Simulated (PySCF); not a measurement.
Species: C₄H₂Cl₂.
SMILES: `Cl/C=C1C=C/1Cl`

The closed-shell SCF was solved with PySCF and density fitting under several settings on one GFN2-xTB geometry (grid level 2 and gas phase unless stated).

```json
{"settings": "PBE0/pcSseg-1", "basis functions": "126", "SCF cycles": "14", "E (Eh)": "-1073.3549", "HOMO (eV)": "-6.27", "LUMO (eV)": "-1.05", "dipole (D)": "3.31"}
{"settings": "PBE0/def2-SVPD", "basis functions": "150", "SCF cycles": "13", "E (Eh)": "-1073.0356", "HOMO (eV)": "-6.30", "LUMO (eV)": "-1.14", "dipole (D)": "3.35"}
```

Q: Estimate the rows for these settings: (1) PBE0/def2-SVP, level shift 0.2 Eh; (2) B3LYP/IGLO-III, IEF-PCM chloroform, grid level 3; (3) LC-wPBE/MINI.

A: 
| settings | basis functions | SCF cycles | E (Eh) | HOMO (eV) | LUMO (eV) | dipole (D) |
| --- | --- | --- | --- | --- | --- | --- |
| PBE0/def2-SVP, level shift 0.2 Eh | 102 | 11 | -1073.0138 | -6.08 | -0.86 | 3.11 |
| B3LYP/IGLO-III, IEF-PCM chloroform, grid level 3 | 248 | 13 | -1074.0099 | -5.92 | -1.04 | 3.85 |
| LC-wPBE/MINI | 40 | 12 | -1067.7402 | -10.80 | -0.61 | 2.56 |

Q: Over all rows, what range does the HOMO–LUMO gap span?

A: From 4.88 eV (B3LYP/IGLO-III, IEF-PCM chloroform, grid level 3) to 10.19 eV (LC-wPBE/MINI). The functional of the narrowest has 20 % exact exchange, that of the widest range-separated exact exchange.

Q: And the dipole moment?

A: From 2.56 D (LC-wPBE/MINI) to 3.85 D (B3LYP/IGLO-III, IEF-PCM chloroform, grid level 3); the largest is 1.50 times the smallest, and the median is 3.31 D.

Q: Compare two rows with the functional PBE0: PBE0/pcSseg-1 and PBE0/def2-SVP, level shift 0.2 Eh. Which energy is lower, and by how much?

A: PBE0/pcSseg-1 (126 functions) lies 0.3411 Eh or 214 kcal/mol below PBE0/def2-SVP, level shift 0.2 Eh (102 functions).

Whole jobs, the steps after the SCF included, on one thread, Intel Xeon 6975P-C (x86_64), shared host:

| settings | work after the SCF | wall time | peak memory |
| --- | --- | --- | --- |
| PBE0/pcSseg-1 | shieldings, ring-centre shieldings, charges and field gradients, density and orbital grids written | 8.8 s | 0.58 GiB |
| PBE0/def2-SVPD | 6 singlets by full TDDFT, 2 Tamm–Dancoff triplets, polarisability, density and orbital grids written | 9.3 s | 0.66 GiB |
| PBE0/def2-SVP, level shift 0.2 Eh | shieldings, ring-centre shieldings, charges and field gradients | 5.2 s | 0.50 GiB |
| B3LYP/IGLO-III, IEF-PCM chloroform, grid level 3 | shieldings, ring-centre shieldings, charges and field gradients | 22 s | 0.93 GiB |
| LC-wPBE/MINI | 6 singlets by full TDDFT, 2 Tamm–Dancoff triplets, polarisability | 3.0 s | 0.43 GiB |

Cycle counts include a coarse-grid stage where the run had one. Geometry: GFN2-xTB; no vibrations or thermal averaging.
